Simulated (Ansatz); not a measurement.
The same path of AlH3O + H2 (7 atoms, charge 0, multiplicity 1) was run 3 times with different band settings. Lost on the way: H6–H7. Made: Al1–H6, O2–H7.

All numbers below come from RKS r2SCAN-D4/def2-mTZVP (Ansatz).

Relaxed end points:

```xyz
7
Properties=species:S:1:pos:R:3
Al -0.054 -0.249 0.197
O -0.072 -0.728 1.835
H -0.895 -0.804 2.328
H 1.372 -0.195 -0.477
H -1.416 0.046 -0.562
H 0.063 2.521 0.581
H 0.241 2.258 1.255
```

```xyz
7
Properties=species:S:1:pos:R:3
Al 0.027 0.471 -0.133
O 0.006 0.127 1.874
H -0.833 -0.295 2.116
H 1.347 -0.277 -0.618
H -1.392 -0.226 -0.414
H 0.063 2.070 -0.011
H 0.019 0.977 2.341
```

Common settings: movable images 5; spring 5.0 eV/Å²; start path through a guess of the saddle point; force threshold 0.05 eV/Å; iteration limit 60; end points relaxed.

| run | climbing image | optimiser | largest step |
| --- | --- | --- | --- |
| 1 | yes | quadratic models (default) | default |
| 2 | from the first iteration | fire | default |
| 3 | yes | fire | 0.02 Å |

(1) What does each run give, and how far can it be trusted?

Answers

(1) Run 1: converged after 8 iterations, highest image 1.021 eV above the first end. A vibrational analysis at the climbing image gives one clearly imaginary mode, 1200i cm⁻¹: a first-order saddle point.
Run 2: converged after 37 iterations, highest image 1.022 eV above the first end. Another band between the same ends (5 images) ends at a top of the same energy, where a vibrational analysis finds 1 clearly imaginary mode.
Run 3: converged after 34 iterations, highest image 1.021 eV above the first end. Another band between the same ends (5 images) ends at a top of the same energy, where a vibrational analysis finds 1 clearly imaginary mode.
The orbitals stay closed-shell, which can raise the energy where a bond breaks towards radicals; this wasn't checked here.
